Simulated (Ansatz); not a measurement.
This geometry of AlH₃ (4 atoms, charge 0, multiplicity 1) is a first-order saddle point.

Level of theory: Ansatz 0.2.0, RKS PBE-D4/def2-SVP.

```xyz
4
Properties=species:S:1:pos:R:3
Al 0.399 0.001 -0.555
H 0.544 -0.001 1.243
H 1.749 0.000 0.302
H -1.124 0.000 -0.084
```

Q: Which two structures does it join? (They come from a converged band through this point; their orientation in space is the band's.)

A: Bonds broken: Al1–H2, Al1–H3. Bonds formed: H2–H3. AlH3 becomes AlH + H2.

Image 0:

```xyz
4
Properties=species:S:1:pos:R:3
Al 0.392 0.000 0.227
H 0.392 0.000 1.827
H 1.779 0.000 -0.574
H -0.994 0.000 -0.574
```

Image 8:

```xyz
4
Properties=species:S:1:pos:R:3
Al 0.194 0.005 -1.078
H 0.806 -0.002 1.081
H 1.529 -0.002 0.753
H -0.960 -0.002 0.151
```

Q: How far does it lie above each of them?

A: 2.44 eV above the first and 1.19 eV above the second. This is the barrier of this one path; another mechanism may lie lower. The orbitals stay closed-shell, which can raise the energy where a bond breaks towards radicals; this wasn't checked here.

The run took 31 s on 1 thread of Arm Neoverse V1 (shared host), peak memory 0.081 GiB.
